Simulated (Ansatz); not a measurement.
A barrier at the coupled-cluster level

Start structure (Si₂H₈, singlet), relaxed at PBE0-D4/def2-TZVP:

Si1  (-0.101, -2.117, -0.369)
H2  (1.294, -1.771, 0.001)
H3  (-0.945, -0.896, -0.313)
H4  (-0.127, -2.670, -1.747)
H5  (-0.632, -3.126, 0.581)
H6  (1.339, 1.296, 0.424)
Si7  (0.102, 2.116, 0.369)
H8  (-0.495, 2.022, -0.986)
H9  (-0.869, 1.615, 1.375)
H10  (0.435, 3.532, 0.666)
(Å)

The step: SiH₄ + SiH₄ → Si₂H₆ ([SiH3][SiH3]) + H₂; bonds formed: Si1–Si7, H2–H6; bonds broken: Si1–H2, H6–Si7. Program: Ansatz 0.2.0. Basis: def2-TZVPP and def2-QZVPP. Cores are frozen in the correlated methods. Extrapolation: Hartree–Fock as exp(−7.88 √X), correlation as X^−2.97. Energies below are by CCSD(T) at an estimated basis limit (MP2 extrapolated from triple and quadruple zeta, plus CCSD(T) − MP2 in triple zeta).

Question: What are the electronic barrier and the energy of the step, from the start structure to the end structure? (Judge from chemistry; the value comes from the calculation.)

Answer: Computed: Barrier 3.330 eV; step energy 0.206 eV (uphill); reverse barrier, their difference, 3.124 eV. Barrier and step energy count from the start structure, the reverse barrier from the end structure.

The saddle point: One imaginary mode of 1606i cm⁻¹.
| pair | start (Å) | saddle (Å) | end (Å) |
| --- | --- | --- | --- |
| Si1–Si7 | 4.30 | 2.62 | 2.34 |
| H2–H6 | 3.10 | 1.16 | 0.75 |
| Si1–H2 | 1.48 | 1.70 | 3.59 |
| H6–Si7 | 1.48 | 1.87 | 3.75 |

Zero-point energy (harmonic, PBE0-D4): ZPE is 1.710 eV at the start and 1.684 eV at the saddle, so the barrier goes from 3.330 to 3.305 eV.

The T1 diagnostic stays at or below 0.014. The start structure is not quite a true minimum (one mode of 40i cm⁻¹).

Labels in which every atom is bracketed show which atoms are joined, not bond orders.

For scale, one of the runs: CCSD(T)/def2-TZVPP, 196 basis functions, launched by `ansatz run in.yaml --threads 2 --pin off --events-out ev --progress --plain --max-ram 4352MiB`. Hardware: 2 CPU threads of an Arm Neoverse V2, shared host. Wall time 29 s; peak host memory 2 GiB.
